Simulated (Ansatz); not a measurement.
**C₄H₄N, doublet: CASSCF and its corrections**

Calculated in Ansatz's Gaussian-basis code. Basis cc-pVTZ, nonrelativistic, no frozen core. State-specific CASSCF; RHF is the lowest restricted (open-shell) Hartree–Fock solution met. No symmetry is imposed, so a solution can break that of the shape. No proof that the lowest CASSCF solution was found.

Geometry:

```
atom   x (Å)    y (Å)    z (Å)
   N  0.0000   0.0000   1.2512
   C  0.0000   1.0630   0.4243
   C  0.0000   0.6815  -0.9854
   C  0.0000  -0.6815  -0.9854
   C  0.0000  -1.0630   0.4243
   H  0.0000   2.0747   0.8189
   H  0.0000   1.3565  -1.8316
   H  0.0000  -1.3565  -1.8316
   H  0.0000  -2.0747   0.8189
```

(1) What do CASSCF and its corrections give against RHF in CAS(5,5), and what are the occupations?

(2) Roughly how much CPU time does a whole run from the default start take (median of such runs, summed over threads; nearly all runs on one pinned thread of a shared server, mostly Xeon at 2.3 to 2.6 GHz, by a development driver)?

Results:

(1) CASSCF -1.628 eV, SC-NEVPT2 -24.280 eV; occupations 1.94, 1.90, 1.01, 0.09, 0.07.

(2) CAS(5,5): about 38 s. Other jobs ran beside these, and the count of passes differs.
